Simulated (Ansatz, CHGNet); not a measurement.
Elastic constant C12 (GPa) of solids drawn from the class of silicides and borides, at two levels: the machine-learned potential CHGNet 0.3.0 (trained on PBE and PBE+U data), and PBE in Ansatz (plane waves, PAW).

```csv
solid,CHGNet 0.3.0,PBE
CaB6-type LaB6,107,24.7
antifluorite Mg2Si,51.1,23.0
AlB2-type TiB2,232,?
C11b MoSi2,216,109
B20 (FeSi-type) MnSi,159,114
A15 Mo3Si,265,140
```

Estimate the withheld PBE value from the other rows.

One way: carry over the typical ratio. The ratios PBE / CHGNet 0.3.0 of the other rows, in order: 0.231, 0.450, 0.505, 0.528, 0.717; median 0.505. AlB2-type TiB2: 232 × 0.505 = 117 GPa; the run gives 67.9 GPa. The ratios spread from 0.231 to 0.717, so such an estimate is rough.

Of 6 rows, PBE is the larger in 0 and the smaller in 6.

Ansatz's runs of these crystals have no spin polarisation, but for B20 (FeSi-type) MnSi.

Density-functional runs with spin start from parallel moments for B20 (FeSi-type) MnSi.

Spin–orbit coupling is left out, also for the solids with elements from indium on (CaB6-type LaB6); its size isn't shown.

Each level is taken at its own relaxed cell. Ansatz's density-functional and Hartree–Fock values are scalar-relativistic unless marked +SOC, with PAW data made under PBE.

Ansatz is an electronic-structure program.
